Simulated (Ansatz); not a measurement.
## A ladder of methods for [PH4]+ (phosphonium)

[PH4]+ has 5 atoms, charge +1, and is taken as a singlet. As SMILES, `[PH4+]`. Geometry: relaxed at GFN2-xTB.

```xyz
5

P     0.0000    0.0000    0.0001
H     1.3575   -0.0613    0.2104
H    -0.6173   -1.0160    0.6910
H    -0.2619   -0.1338   -1.3433
H    -0.4783    1.2111    0.4418
```

Each level gives the energy change with the P1–H3 bond stretched from 1.375 to 2.750 Å (eV). The values are calculated.

```tsv
level	kind	program	value (eV)
BLYP/6-31G (restricted)	GGA	Ansatz	3.54
PBE/6-31G (restricted)	GGA	Ansatz	3.64
B3LYP/6-31G (restricted)	global hybrid	Ansatz	3.85
r2SCAN0/6-31G (restricted)	hybrid meta-GGA	Ansatz	4.13
CAM-B3LYP/6-31G (restricted)	range-separated hybrid	Ansatz	4.12
HSE06/6-31G (restricted)	range-separated hybrid	Ansatz	3.98
CCSD(T)/6-31G (restricted)	coupled cluster or CI	Ansatz	3.19
CCSD/6-31G (restricted)	coupled cluster or CI	Ansatz	3.26
FCI/3-21G	exact in the basis	Ansatz	3.17
```

The first shape isn't each level's own minimum. The values span 3.17 to 4.13 eV. The coupled-cluster rows rest on a doubtful reference here (large T1 or Brueckner and Hartree–Fock orbitals at odds), and rows may lie in different states. All rows use very small basis sets, so even the best lies far from the true value.
